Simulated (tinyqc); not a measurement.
Inside a calculation (part 2 of 2). Method: UKS/BLYP in the sto-3g basis, for BH, spin multiplicity 3. Computed by tinyqc, a small Python program that keeps every step (integrals from PySCF). Command: `OMP_NUM_THREADS=1 python tinyqc.py 26609 26610 out.jsonl` (the two numbers bound the seeds that draw the settings). One thread of a shared host (Intel(R) Xeon(R) Processor @ 2.60GHz), about 4 s of CPU time with the checks.

Geometry (angstrom):
```
atom       x       y       z
B     0.0000  0.0000  0.0000
H     0.0000  0.0000  1.9740
```

## Iteration 2: diagonalisation and new density

extrapolated F(alpha) (hartree):
```
          1B 1s    1B 2s   1B 2px   1B 2py   1B 2pz    2H 1s
1B 1s   -8.3583  -2.1921   0.0000   0.0000   0.0047  -0.0957
1B 2s   -2.1921  -0.9716   0.0000   0.0000  -0.0242  -0.1328
1B 2px   0.0000   0.0000  -0.1534   0.0059   0.0000   0.0000
1B 2py   0.0000   0.0000   0.0059  -0.1802   0.0000   0.0000
1B 2pz   0.0047  -0.0242   0.0000   0.0000  -0.1936  -0.1201
2H 1s   -0.0957  -0.1328   0.0000   0.0000  -0.1201  -0.1845
```

extrapolated F(beta) (hartree):
```
          1B 1s    1B 2s   1B 2px   1B 2py   1B 2pz    2H 1s
1B 1s   -8.3558  -2.1710   0.0000   0.0000  -0.0185  -0.0950
1B 2s   -2.1710  -0.8840   0.0000   0.0000  -0.0459  -0.1260
1B 2px   0.0000   0.0000  -0.1134  -0.0168   0.0000   0.0000
1B 2py   0.0000   0.0000  -0.0168  -0.0656   0.0000   0.0000
1B 2pz  -0.0185  -0.0459   0.0000   0.0000  -0.0887  -0.1131
2H 1s   -0.0950  -0.1260   0.0000   0.0000  -0.1131  -0.1824
```

X:
```
          1B 1s    1B 2s  1B 2px  1B 2py   1B 2pz    2H 1s
1B 1s    1.0291  -0.1431  0.0000  0.0000  -0.0024   0.0128
1B 2s   -0.1431   1.0411  0.0000  0.0000   0.0151  -0.0920
1B 2px   0.0000   0.0000  1.0000  0.0000   0.0000   0.0000
1B 2py   0.0000   0.0000  0.0000  1.0000   0.0000   0.0000
1B 2pz  -0.0024   0.0151  0.0000  0.0000   1.0185  -0.1135
2H 1s    0.0128  -0.0920  0.0000  0.0000  -0.1135   1.0303
```

D(alpha) after iteration 1:
```
          1B 1s    1B 2s   1B 2px   1B 2py   1B 2pz    2H 1s
1B 1s    0.3311  -0.1178   0.0000   0.0000   0.0617   0.0174
1B 2s   -0.1178   0.4480   0.0000   0.0000  -0.2363  -0.0983
1B 2px   0.0000   0.0000   0.7174  -0.0700   0.0000   0.0000
1B 2py   0.0000   0.0000  -0.0700   0.9826   0.0000   0.0000
1B 2pz   0.0617  -0.2363   0.0000   0.0000   0.9300  -0.1581
2H 1s    0.0174  -0.0983   0.0000   0.0000  -0.1581   0.7555
```

D(beta) after iteration 1:
```
          1B 1s    1B 2s  1B 2px  1B 2py   1B 2pz    2H 1s
1B 1s    0.3238  -0.0894  0.0000  0.0000  -0.0115   0.0204
1B 2s   -0.0894   0.3366  0.0000  0.0000   0.0487  -0.1097
1B 2px   0.0000   0.0000  0.6664  0.1497   0.0000   0.0000
1B 2py   0.0000   0.0000  0.1497  0.0336   0.0000   0.0000
1B 2pz  -0.0115   0.0487  0.0000  0.0000   0.0211  -0.1162
2H 1s    0.0204  -0.1097  0.0000  0.0000  -0.1162   0.7535
```

overlap S:
```
         1B 1s   1B 2s  1B 2px  1B 2py  1B 2pz   2H 1s
1B 1s   1.0000  0.2693  0.0000  0.0000  0.0000  0.0115
1B 2s   0.2693  1.0000  0.0000  0.0000  0.0000  0.1693
1B 2px  0.0000  0.0000  1.0000  0.0000  0.0000  0.0000
1B 2py  0.0000  0.0000  0.0000  1.0000  0.0000  0.0000
1B 2pz  0.0000  0.0000  0.0000  0.0000  1.0000  0.2161
2H 1s   0.0115  0.1693  0.0000  0.0000  0.2161  1.0000
```

Diagonalise F' = X^T F X, C = X C', fill 4 alpha and 2 beta electrons from the bottom; D(s) = C_occ C_occ^T; the new density keeps 0.7 of the old one (damping). Each column has its largest component positive (the first on a tie).

F' = X^T F X (alpha) (hartree):
```
         1        2        3        4        5        6
1  -8.2278  -1.0114   0.0000   0.0000   0.0048   0.0038
2  -1.0114  -0.5501   0.0000   0.0000  -0.0134  -0.0614
3   0.0000   0.0000  -0.1534   0.0059   0.0000   0.0000
4   0.0000   0.0000   0.0059  -0.1802   0.0000   0.0000
5   0.0048  -0.0134   0.0000   0.0000  -0.1759  -0.0837
6   0.0038  -0.0614   0.0000   0.0000  -0.0837  -0.1526
```

orbital energies (alpha) (hartree): MO1 -8.3588, MO2 -0.4367, MO3 -0.2353, MO4 -0.1815, MO5 -0.1522, MO6 -0.0756

coefficients C (alpha):
```
            MO1      MO2      MO3      MO4     MO5      MO6
1B 1s    1.0022  -0.2606   0.0754   0.0000  0.0000   0.0416
1B 2s   -0.0083   0.9887  -0.3098   0.0000  0.0000  -0.1986
1B 2px   0.0000   0.0000   0.0000  -0.2053  0.9787   0.0000
1B 2py   0.0000   0.0000   0.0000   0.9787  0.2053   0.0000
1B 2pz  -0.0009   0.1192   0.7118   0.0000  0.0000  -0.7278
2H 1s    0.0015   0.1494   0.5418   0.0000  0.0000   0.8758
```

F' = X^T F X (beta) (hartree):
```
         1        2        3        4        5        6
1  -8.2295  -1.0019   0.0000   0.0000  -0.0163   0.0050
2  -1.0019  -0.4633   0.0000   0.0000  -0.0316  -0.0599
3   0.0000   0.0000  -0.1134  -0.0168   0.0000   0.0000
4   0.0000   0.0000  -0.0168  -0.0656   0.0000   0.0000
5  -0.0163  -0.0316   0.0000   0.0000  -0.0693  -0.0867
6   0.0050  -0.0599   0.0000   0.0000  -0.0867  -0.1516
```

orbital energies (beta) (hartree): MO1 -8.3567, MO2 -0.3643, MO3 -0.1784, MO4 -0.1187, MO5 -0.0603, MO6 -0.0142

coefficients C (beta):
```
            MO1      MO2      MO3     MO4      MO5      MO6
1B 1s    1.0029  -0.2470   0.1124  0.0000   0.0000  -0.0175
1B 2s   -0.0109   0.9401  -0.4705  0.0000   0.0000   0.0883
1B 2px   0.0000   0.0000   0.0000  0.9534  -0.3016   0.0000
1B 2py   0.0000   0.0000   0.0000  0.3016   0.9534   0.0000
1B 2pz   0.0019   0.1702   0.4231  0.0000   0.0000   0.9179
2H 1s    0.0012   0.2413   0.7716  0.0000   0.0000  -0.6553
```

D(alpha) after iteration 2:
```
          1B 1s    1B 2s   1B 2px   1B 2py   1B 2pz    2H 1s
1B 1s    0.5552  -0.1692   0.0000   0.0000   0.0497   0.0132
1B 2s   -0.1692   0.6356   0.0000   0.0000  -0.1962  -0.0749
1B 2px   0.0000   0.0000   0.5148  -0.1093   0.0000   0.0000
1B 2py   0.0000   0.0000  -0.1093   0.9752   0.0000   0.0000
1B 2pz   0.0497  -0.1962   0.0000   0.0000   0.8073   0.0104
2H 1s    0.0132  -0.0749   0.0000   0.0000   0.0104   0.6236
```

D(beta) after iteration 2:
```
          1B 1s    1B 2s  1B 2px  1B 2py   1B 2pz    2H 1s
1B 1s    0.5467  -0.1355  0.0000  0.0000  -0.0201  -0.0032
1B 2s   -0.1355   0.5008  0.0000  0.0000   0.0821  -0.0087
1B 2px   0.0000   0.0000  0.4664  0.1048   0.0000   0.0000
1B 2py   0.0000   0.0000  0.1048  0.0236   0.0000   0.0000
1B 2pz  -0.0201   0.0821  0.0000  0.0000   0.0234  -0.0690
2H 1s   -0.0032  -0.0087  0.0000  0.0000  -0.0690   0.5449
```

## Iteration 58 (converged): orbitals

converged F(alpha) (hartree):
```
          1B 1s    1B 2s  1B 2px   1B 2py   1B 2pz    2H 1s
1B 1s   -6.2207  -1.8924  0.0000   0.0000   0.0026  -0.0828
1B 2s   -1.8924  -0.7858  0.0000   0.0000   0.0209  -0.1162
1B 2px   0.0000   0.0000  0.0158   0.0104   0.0000   0.0000
1B 2py   0.0000   0.0000  0.0104  -0.0039   0.0000   0.0000
1B 2pz   0.0026   0.0209  0.0000   0.0000   0.0083  -0.1025
2H 1s   -0.0828  -0.1162  0.0000   0.0000  -0.1025  -0.1642
```

converged F(beta) (hartree):
```
          1B 1s    1B 2s   1B 2px   1B 2py   1B 2pz    2H 1s
1B 1s   -6.2064  -1.8835   0.0000   0.0000  -0.0022  -0.0826
1B 2s   -1.8835  -0.7155   0.0000   0.0000  -0.0287  -0.1096
1B 2px   0.0000   0.0000   0.0661  -0.0179   0.0000   0.0000
1B 2py   0.0000   0.0000  -0.0179   0.0999   0.0000   0.0000
1B 2pz  -0.0022  -0.0287   0.0000   0.0000   0.0622  -0.0946
2H 1s   -0.0826  -0.1096   0.0000   0.0000  -0.0946  -0.0500
```

Diagonalise F' = X^T F X, C = X C', fill 4 alpha and 2 beta electrons from the bottom; D(s) = C_occ C_occ^T. Each column has its largest component positive (the first on a tie).

F' = X^T F X (alpha) (hartree):
```
         1        2       3        4        5        6
1  -6.0483  -1.0278  0.0000   0.0000  -0.0065   0.0179
2  -1.0278  -0.3955  0.0000   0.0000   0.0369  -0.0664
3   0.0000   0.0000  0.0158   0.0104   0.0000   0.0000
4   0.0000   0.0000  0.0104  -0.0039   0.0000   0.0000
5  -0.0065   0.0369  0.0000   0.0000   0.0311  -0.0948
6   0.0179  -0.0664  0.0000   0.0000  -0.0948  -0.1331
```

orbital energies (alpha) (hartree): MO1 -6.2293, MO2 -0.2543, MO3 -0.1498, MO4 -0.0084, MO5 0.0203, MO6 0.0877

coefficients C (alpha):
```
            MO1      MO2      MO3      MO4     MO5      MO6
1B 1s    0.9886  -0.2633   0.1656   0.0000  0.0000  -0.0746
1B 2s    0.0397   0.8411  -0.5744   0.0000  0.0000   0.2720
1B 2px   0.0000   0.0000   0.0000  -0.3950  0.9187   0.0000
1B 2py   0.0000   0.0000   0.0000   0.9187  0.3950   0.0000
1B 2pz   0.0003   0.0187   0.4010   0.0000  0.0000   0.9431
2H 1s   -0.0044   0.4589   0.7388   0.0000  0.0000  -0.5714
```

F' = X^T F X (beta) (hartree):
```
         1        2        3        4        5        6
1  -6.0343  -1.0304   0.0000   0.0000  -0.0044   0.0186
2  -1.0304  -0.3235   0.0000   0.0000  -0.0134  -0.0706
3   0.0000   0.0000   0.0661  -0.0179   0.0000   0.0000
4   0.0000   0.0000  -0.0179   0.0999   0.0000   0.0000
5  -0.0044  -0.0134   0.0000   0.0000   0.0852  -0.1012
6   0.0186  -0.0706   0.0000   0.0000  -0.1012  -0.0148
```

orbital energies (beta) (hartree): MO1 -6.2145, MO2 -0.1880, MO3 -0.0358, MO4 0.0584, MO5 0.1076, MO6 0.1509

coefficients C (beta):
```
            MO1      MO2      MO3     MO4      MO5      MO6
1B 1s    0.9890  -0.2639   0.1734  0.0000   0.0000  -0.0426
1B 2s    0.0385   0.8490  -0.6017  0.0000   0.0000   0.1692
1B 2px   0.0000   0.0000   0.0000  0.9181  -0.3965   0.0000
1B 2py   0.0000   0.0000   0.0000  0.3965   0.9181   0.0000
1B 2pz   0.0014   0.1801   0.4398  0.0000   0.0000   0.9081
2H 1s   -0.0043   0.3949   0.6909  0.0000   0.0000  -0.6706
```

D(alpha) after iteration 58:
```
          1B 1s    1B 2s   1B 2px   1B 2py   1B 2pz    2H 1s
1B 1s    1.0741  -0.2772   0.0000   0.0000   0.0618  -0.0028
1B 2s   -0.2772   1.0390   0.0000   0.0000  -0.2146  -0.0386
1B 2px   0.0000   0.0000   0.1560  -0.3628   0.0000   0.0000
1B 2py   0.0000   0.0000  -0.3628   0.8440   0.0000   0.0000
1B 2pz   0.0618  -0.2146   0.0000   0.0000   0.1612   0.3049
2H 1s   -0.0028  -0.0386   0.0000   0.0000   0.3049   0.7565
```

D(beta) after iteration 58:
```
          1B 1s    1B 2s  1B 2px  1B 2py   1B 2pz    2H 1s
1B 1s    1.0478  -0.1860  0.0000  0.0000  -0.0462  -0.1085
1B 2s   -0.1860   0.7223  0.0000  0.0000   0.1529   0.3351
1B 2px   0.0000   0.0000  0.0000  0.0000   0.0000   0.0000
1B 2py   0.0000   0.0000  0.0000  0.0000   0.0000   0.0000
1B 2pz  -0.0462   0.1529  0.0000  0.0000   0.0324   0.0711
2H 1s   -0.1085   0.3351  0.0000  0.0000   0.0711   0.1560
```

## Convergence

Stop when the energy changes by less than 1e-08 hartree and every element of the error matrix X^T (F D S - S D F) X (for each spin) is below 3e-05.

Course of the cycle:
```
iteration  E (hartree)     change  largest element of the error matrix
1            -8.044606          -                             8.06e-02
2           -13.923255  -5.88e+00                             5.49e-02
3           -17.559231  -3.64e+00                             4.13e-02
4           -19.889436  -2.33e+00                             3.14e-02
5           -21.401676  -1.51e+00                             6.32e-02
6           -22.425048  -1.02e+00                             9.26e-02
7           -23.119578  -6.95e-01                             1.17e-01
8           -23.616199  -4.97e-01                             1.01e-01
9           -23.959515  -3.43e-01                             8.50e-02
10          -24.199945  -2.40e-01                             4.45e-02
11          -24.365597  -1.66e-01                             3.92e-02
12          -24.481167  -1.16e-01                             2.38e-02
13          -24.562205  -8.10e-02                             1.64e-02
14          -24.618979  -5.68e-02                             1.14e-02
...                ...        ...                                  ...
45          -24.751549  -9.02e-07                             3.98e-07
46          -24.751550  -6.31e-07                             2.80e-07
47          -24.751551  -4.42e-07                             1.97e-07
48          -24.751551  -3.09e-07                             1.38e-07
49          -24.751551  -2.17e-07                             9.66e-08
50          -24.751551  -1.52e-07                             6.77e-08
51          -24.751551  -1.06e-07                             4.74e-08
52          -24.751551  -7.43e-08                             3.32e-08
53          -24.751551  -5.20e-08                             2.32e-08
54          -24.751551  -3.64e-08                             1.63e-08
55          -24.751552  -2.55e-08                             1.14e-08
56          -24.751552  -1.78e-08                             7.97e-09
57          -24.751552  -1.25e-08                             5.58e-09
58          -24.751552  -8.74e-09                             3.91e-09
```

PySCF UKS in the same basis, fine grid, after a stability check = -24.765758 hartree

Converged in 58 iterations. The coarse grid moves the energy by +1.42e-02 hartree.

## Populations, bond orders and dipole

Mulliken: Z minus the diagonal of D S on the atom; Loewdin: the same with S^(1/2) D S^(1/2); Mayer order: 2 sum_s sum (D(s) S)_ij (D(s) S)_ji over the two atoms.

Charges (e):
```
atom  Mulliken  Loewdin  Mulliken spin
1B      0.0426   0.0407         1.4110
2H     -0.0426  -0.0407         0.5890
```

Mayer bond orders:
```
pair   order
2-1   0.6513
```

dipole moment about the origin, x y z (debye): 0.0000  0.0000  -0.4533

<S^2> of the determinant (pure state: 2) = 2.0238
